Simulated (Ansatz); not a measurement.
# C2H3N: basis-set convergence

The task here is to estimate one member of a computed series from the others.

The runs use Ansatz 0.2.0, Gaussian basis; one geometry, several basis sets.

Levels to be run: PBE0-D4/def2-SVP; ωB97M-V/def2-SVP; PBE0-D4/def2-QZVPP; ωB97M-V/def2-QZVPP; the functionals' def2-TZVPP values are taken from earlier runs.

1 further run of the same task is left out (it didn't finish).

## Structure used throughout

The geometry comes from an earlier relaxation with PBE0-D4 in a triple-zeta def2 set; it is a stationary point.

6 atoms, charge 0, spin multiplicity 1.

Atoms are counted from 1 here; the program's logs count them from 0.

Bond lengths: C1–C2 1.269 Å, C1–N3 1.502 Å, C1–H4 1.074 Å, C2–N3 1.502 Å, C2–H5 1.074 Å, N3–H6 1.024 Å. Angles: C2–C1–N3 65.0°, C2–C1–H4 156.4°, N3–C1–H4 138.0°, C1–C2–N3 65.0°, C1–C2–H5 156.4°, N3–C2–H5 138.0°, C1–N3–C2 50.0°, C1–N3–H6 107.6°, C2–N3–H6 107.6°.

Set-up of the first run:

File in.yaml:

```yaml
crystal:
  periodic: [false, false, false]
  atoms:
    - {symbol: C, position_ang: [-0.689366, -0.204526, -0.194074]}
    - {symbol: C, position_ang: [0.546488, -0.211217, -0.483152]}
    - {symbol: N, position_ang: [0.134801, 0.829499, 0.519051]}
    - {symbol: H, position_ang: [-1.726109, -0.463004, -0.301120]}
    - {symbol: H, position_ang: [1.425521, -0.480022, -1.038266]}
    - {symbol: H, position_ang: [0.350665, 0.465271, 1.451261]}
basis:
  gaussian: {orbitals: def2-SVP}
hamiltonian: {xc: pbe0, dispersion: d4}
output: {orbitals: {seedname: orbitals}}
```

Started as:

```sh
$ ansatz run in.yaml --threads 2 --pin off --events-out ev --progress --plain --max-ram 4352MiB
```

Among the steps run: PBE0-D4 in def2-SVP; ωB97M-V in def2-SVP; PBE0-D4 in def2-QZVPP; ωB97M-V in def2-QZVPP.

One of the session's tables, all rows but one given; the rest of the session is left out.

It belongs to the step «Density functionals: the series». 

| functional | basis | HOMO (eV) | LUMO (eV) |
| --- | --- | --- | --- |
| PBE0-D4 | def2-SVP | -5.87 | 0.02 |
| PBE0-D4 | def2-TZVPP | -6.08 | -0.20 |
| PBE0-D4 | def2-QZVPP | ? | ? |
| ωB97M-V | def2-SVP | -8.21 | 2.35 |
| ωB97M-V | def2-TZVPP | -8.42 | 1.97 |
| ωB97M-V | def2-QZVPP | -8.46 | 1.77 |

Q: Estimate the row for PBE0-D4, def2-QZVPP from the others.

The run gave: HOMO (eV): -6.13; LUMO (eV): -0.29. In the column «HOMO (eV)» it lies between ωB97M-V, def2-SVP (-8.21) and PBE0-D4, def2-TZVPP (-6.08).
